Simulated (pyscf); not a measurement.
Thermochemistry of product channels of `[OH][SiH2][F]` + `[OH]` [doublet] on the doublet surface, in eV, from ωB97M-D3(BJ)/def2-TZVP energies (ideal gas, 1 atm, RRHO with modes under 100 cm⁻¹ raised to 100, one conformer, R ln 2 for rigid chiral ones). Optimised with ωB97X-D3(BJ)/def2-SVP in PySCF.

```json
[
 {"products": "`[O][SiH]([OH])[F]` [doublet] + `[H][H]`", "ΔE": "(withheld)", "ΔH(298 K)": "-0.98", "ΔG(600 K)": "-0.89", "ΔG(900 K)": "(withheld)"},
 {"products": "`[OH][Si]([OH])[F]` [doublet] + `[H][H]`", "ΔE": "-1.88", "ΔH(298 K)": "-1.91", "ΔG(600 K)": "-1.83", "ΔG(900 K)": "-1.81"},
 {"products": "`[OH][SiH]([OH])[F]` + `[H]` [doublet]", "ΔE": "(withheld)", "ΔH(298 K)": "-1.77", "ΔG(600 K)": "-1.58", "ΔG(900 K)": "-1.51"}
]
```

What belongs in the gaps?


- `[O][SiH]([OH])[F]` [doublet] + `[H][H]`, ΔE: -0.88
- `[O][SiH]([OH])[F]` [doublet] + `[H][H]`, ΔG(900 K): -0.87
- `[OH][SiH]([OH])[F]` + `[H]` [doublet], ΔE: -1.71

These are energies of the channels, which say nothing of barriers. Left out: orbital degeneracy and the spin-orbit lowering of OH.
